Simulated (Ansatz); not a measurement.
We consider hcp Zn, described by PBE-D3(BJ) in Ansatz (PAW).

Input file:

Ansatz 0.2 input:
```yaml
crystal:
  lattice:
    - [1.3213449096, -2.2886365177, 0.0]
    - [1.3213449096, 2.2886365177, 0.0]
    - [0.0, 0.0, 4.9180772503]
  atoms:
    - { symbol: Zn, position: [0.3333333333, 0.6666666667, 0.25] }
    - { symbol: Zn, position: [0.6666666667, 0.3333333333, 0.75] }
basis:
  ecutwfc: 520
  ecutrho_ratio: 4
  xc_grid: 2
kpoints:
  mp_grid: { grid: [24, 24, 12] }
hamiltonian:
  xc: pbe
  dispersion: d3bj
  pseudopotentials: { kind: paw }
scf:
  occupations: { method: fermi_dirac, width: 0.05 }
output:
  forces: true
  stress: true
  eigenvalues: true
relax:
  f_tol: 0.004
  escape_saddle: false
  max_steps: 80
  cell: { stress_tol: 0.02, fix: [volume] }
```

From the output:

```
Relaxation: its limit of steps is 80 (relax.max_steps)
Crystal: 2 atoms, lattice volume = 29.745 Å³
Basis set: ecut = 520 eV, 799 PW (Γ), exchange–correlation on 40×40×80 points (8 copies of the dense FFT grid, shifted against one another)
Bands: 16, of which v1, the nominal top of the filled ones, is band 12 counted from 1 (11 counted from 0)
Symmetry: 24 space group operations
Space group: P63/mmc (ITA 194), of the structure as read, at distance tolerance 3.1e-5 Å
k-points: 427 of 6912
Functional: x = pbe(κ = 0.804, μ = 0.2195149727645171), c = pbe(β = 0.06672455060314922)
SCF iter   1: F=—  HF=-6638.886347 eV  |F-HF|=—  |Δ(HF+E_count)|=         —  Δρ=1.30e-3  dr2=2.49e-4
SCF iter   2: F=—  HF=-6638.886502 eV  |F-HF|=—  |Δ(HF+E_count)|=   1.55e-4  Δρ=6.32e-4  dr2=6.56e-5
  ...
SCF 1 converged in 7 iterations: F = -6638.886510 eV  dr2 = 4.02e-8
Crystal: 2 atoms, lattice volume = 29.745 Å³
Initial density: handed on by an earlier stage of this run
SCF 2 converged in 4 iterations: F = -6638.887361 eV  dr2 = 1.47e-8
Crystal: 2 atoms, lattice volume = 29.745 Å³
SCF 3 converged in 4 iterations: F = -6638.887727 eV  dr2 = 2.93e-8
Crystal: 2 atoms, lattice volume = 29.745 Å³
SCF 4 converged in 4 iterations: F = -6638.887736 eV  dr2 = 1.94e-10
Crystal: 2 atoms, lattice volume = 29.745 Å³
SCF iter   3: F=—  HF=-6638.887735 eV  |F-HF|=—  |Δ(HF+E_count)|=   2.25e-6  Δρ=2.13e-7  dr2=3.49e-12
SCF iter   4: F=-6638.887735 eV  HF=-6638.887735 eV  |F-HF|=9.09e-13  |Δ(HF+E_count)|=  5.46e-12  Δρ=1.27e-7  dr2=2.83e-12
SCF 5 converged in 4 iterations: F = -6638.887735 eV  dr2 = 2.83e-12
SCF converged after 4 iterations
Free energy (F): -6638.887735 eV
Internal energy: -6638.884751 eV  (E = F + TS)
E sigma→0 (E₀):  -6638.886243 eV
Fermi energy:    11.372667 eV
--- Forces (eV/Å), atoms counted from 1 ---
  atom   1  Zn    -0.00000000    -0.00000000     0.00000000
  atom   2  Zn     0.00000000     0.00000000    -0.00000000
--- Stress (GPa, compression-positive) ---
       -2.846448       0.000000       0.000000
        0.000000      -2.846448      -0.000000
        0.000000      -0.000000      -2.858039
  P = ⅓ Tr σ = -2.8503 GPa (-28.503 kbar)
```

The cell is one volume of an energy–volume scan, off the minimum.

Ansatz is a first-principles code.
